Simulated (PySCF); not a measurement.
**BF + HCl → BCl + HF**

Level: PBE0 in the def2-TZVPD basis family, all electrons, no relativity, computed in PySCF with density fitting; open shells unrestricted.

| species | state and structure | E (Eh) | ZPE (kJ/mol) | H(298 K) − H(0) (kJ/mol) | S° (J/(mol K)) |
| --- | --- | --- | --- | --- | --- |
| BF | singlet, C∞v, B–F 1.264 Å | -124.58060 | 8.5 | 8.7 | 200.6 |
| HCl | singlet, C∞v, H–Cl 1.279 Å | -460.66594 | 17.9 | 8.7 | 186.6 |
| BCl | singlet, C∞v, B–Cl 1.718 Å | -484.81188 | 5.0 | 8.9 | 213.2 |
| HF | singlet, C∞v, H–F 0.921 Å | -100.39485 | 24.8 | 8.7 | 173.7 |

Problem. What is the electronic reaction energy?

Solution. At PBE0/def2-TZVPD, ΔE = 104.5 kJ/mol from the differences of the total energies times 2625.5, uphill. 

Problem. Add zero-point, thermal and entropy terms for 298.15 K and 1 bar.

Solution. ΔZPE = 3.4 and Δ[H(298) − H(0)] = 0.2 kJ/mol give ΔH° = 108.1 kJ/mol. ΔS° = -0.3 J/(mol K), so ΔG° = 108.1 − 298.15 × (-0.0003) = 108 kJ/mol and log₁₀K = -19.0.

Each species is the lowest minimum found with this bonding; other isomers or fragments can lie lower.
